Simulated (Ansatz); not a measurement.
# How the smallest direct gap on the k points sampled of PbO (Pbcm, No. 57) moves with the method

No measured value is used here.

| level (code) | value (eV) |
|---|---|
| LDA (Ansatz) | 2.38 |
| PBEsol+SOC (Ansatz) | 2.29 |
| r²SCAN+SOC (Ansatz) | 2.75 |
| B3LYP (VWN-RPA form) (Ansatz) | 3.85 |
| HSE06+SOC (Ansatz) | 3.28 |
| PBE0 (Ansatz) | 4.03 |
| r²SCAN0 (Ansatz) | 4.35 |

Computed values are for a static lattice. Spin–orbit coupling is included only where a level's name says +SOC; with heavier elements it mostly lowers gaps and can invert bands.  Values are at the measured cell. Cutoffs and k meshes differ between the levels. Ansatz's density-functional and Hartree–Fock values are scalar-relativistic unless marked +SOC, with PAW data made under PBE.

Ansatz is a program for electronic structure.
